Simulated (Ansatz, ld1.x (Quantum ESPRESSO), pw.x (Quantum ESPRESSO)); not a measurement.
# From atom to crystal: ultrasoft potential for lithium

ld1.x (Quantum ESPRESSO) 7.5 input, shortened:

```
&input
   title='Li', zed=3., rel=1, dft='PBE', iswitch=3,
   config='[He] 2s1 2p0 3d-2'
 /
 &inputp
   pseudotype=3, tm=.true., lloc=-1, rcloc=2.20,
   nlcc=.false.,
   which_augfun='PSQ', rmatch_augfun=1.10
 /
6
1S  1  0   2.00   0.00  1.15  1.30  0.0
2S  2  0   1.00   0.00  1.15  1.30  0.0
2P  2  1   0.00   0.00  3.60  4.70  0.0
2P  2  1   0.00   0.70  3.60  4.70  0.0
3D  3  2  -2.00  -0.10  3.80  4.25  0.0
3D  3  2  -2.00   0.20  3.80  4.25  0.0
 &test
   configts(1)='1s2 2s1 2p0'
 /
```

Atomic tests: cutoffs needed: 45 Ry and 60 Ry (the cutoffs (Ry, on a coarse ladder) from which the occupation-weighted sum of valence levels, in a spherical-Bessel basis at the reference potential, stays within 10 and 1 mRy of its value at 400 Ry); ghost test: no extra level below or beside the all-electron valence levels (s, p, d, f tested) (spherical-Bessel basis up to 400 Ry, 20 bohr box); configuration tests: test run stopped at test 4 of 4 (negative rho), 2 before it not solved.

Crystal test: bcc Li in pw.x 7.5, no spin, 13³ k-points, Fermi–Dirac smearing 0.01 Ry, cutoffs 75/600 Ry. The reference is all-electron LAPW (Ansatz 0.2.0) with the same functional, mesh and smearing; V0 and B0 come from Birch–Murnaghan fits to the pressures at five volumes. Errors are pseudo minus all-electron; Δ is the rms difference of the E(V) curves that follow from these fits, minima aligned, over ±6 % about the mean V0. Mesh and smearing are coarse, so the numbers serve the comparison and aren't converged zero-temperature values; the lattice is a test structure that the element need not adopt.

```json
{"V (Å³/atom)": "19.352", "P all-electron (GPa)": "0.71", "P pseudo (GPa)": "0.20"}
{"V (Å³/atom)": "19.862", "P all-electron (GPa)": "0.30", "P pseudo (GPa)": "-0.01"}
{"V (Å³/atom)": "20.371", "P all-electron (GPa)": "-0.05", "P pseudo (GPa)": "-0.22"}
{"V (Å³/atom)": "20.880", "P all-electron (GPa)": "-0.38", "P pseudo (GPa)": "-0.44"}
{"V (Å³/atom)": "21.390", "P all-electron (GPa)": "-0.67", "P pseudo (GPa)": "-0.65"}
```

All-electron: a0 = 3.436 Å (V0 = 20.29 Å³/atom), B0 = 13.8 GPa.

Pseudopotential: mean pressure error (GPa): -0.20; a0 (Å): 3.411; a0 error (%): -0.73; B0 error (%): -39.5; Δ (meV/atom): 1.3. The largest radius (4.70 bohr) exceeds half the bond length (2.82 bohr), so the spheres overlap, which is one possible source of error among others. This is a poor potential for the solid. Atomic configuration tests: test run stopped at test 4 of 4 (negative rho), 2 before it not solved.

Problem. At the middle volume, how do free energy and pressure move when the wave cutoff is lowered (ecutrho held at 600 Ry)?

Solution.

| cutoff (Ry) | shift of F (meV/atom) | shift of P (GPa) |
| --- | --- | --- |
| 34 | +268.4 | -2.73 |
| 45 | +74.7 | -2.22 |
| 60 | +3.4 | -0.28 |

The run at the middle volume (84 k-points, 7 iterations) took about 11 s on one core of a shared host (Intel(R) Xeon(R) Platinum 8488C, 192 threads, 744 GiB, load 65).
